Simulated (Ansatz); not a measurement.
Geometry optimisation, Ansatz, RKS PBE0-D4/def2-SVPD.

Input:

```yaml
crystal:
  periodic: [false, false, false]
  atoms:
    - { symbol: Si, position_ang: [-0.581338, -1.655959, -0.231047] }
    - { symbol: Si, position_ang: [0.603568, 1.63055, 0.241933] }
    - { symbol: H, position_ang: [-0.916158, -2.999056, -0.80092] }
    - { symbol: H, position_ang: [-1.385525, -1.428669, 1.014611] }
    - { symbol: H, position_ang: [-0.934147, -0.597369, -1.232075] }
    - { symbol: H, position_ang: [0.940237, 0.296436, 0.69709] }
    - { symbol: H, position_ang: [0.826147, -1.534953, 0.083953] }
    - { symbol: H, position_ang: [1.337511, 2.662342, 1.042534] }
    - { symbol: H, position_ang: [0.977654, 1.7692, -1.202717] }
    - { symbol: H, position_ang: [-0.867949, 1.857578, 0.386638] }
basis:
  gaussian: { orbitals: def2-SVPD }
hamiltonian:
  xc: pbe0
  dispersion: d4
relax:
  f_tol: 0.03
  max_steps: 50
```

Launched with:

```bash
$ ansatz run input.yaml --threads 2 --pin off --max-ram 3072MiB --backend cpu --events-out ev --progress --plain --runs-dir out
```

Q: Where does it end, and by what steps?

A: It converged. The force dipped under the threshold on the way, but the program's further checks kept it going. After 8 steps the energy has fallen by 0.191 eV; H7 moved furthest, 0.76 Å.

| step | energy less start (eV) | largest force component (eV/Å) | accepted |
| --- | --- | --- | --- |
| 0 | 0.0000 | 1.079 | yes |
| 1 | -0.1311 | 0.216 | yes |
| 2 | -0.1724 | 0.189 | yes |
| 3 | -0.1868 | 0.023 | yes |
| 4 | -0.1890 | 0.050 | yes |
| 5 | -0.1899 | 0.048 | yes |
| 6 | -0.1903 | 0.027 | yes |
| 7 | -0.1906 | 0.021 | yes |
| 8 | -0.1908 | 0.016 | yes |

```xyz
10
Properties=species:S:1:pos:R:3
Si -0.597 -1.859 -0.285
Si 0.596 1.860 0.285
H -1.369 -2.986 -0.884
H -1.204 -1.477 1.022
H -0.634 -0.690 -1.213
H 1.085 0.608 0.934
H 0.818 -2.283 -0.076
H 1.208 3.037 0.968
H 0.986 1.858 -1.154
H -0.890 1.931 0.403
```

Run time: 9 s on 2 threads of Intel(R) Xeon(R) 6975P-C (Granite Rapids), with other jobs on the host, peak memory 0.22 GiB.
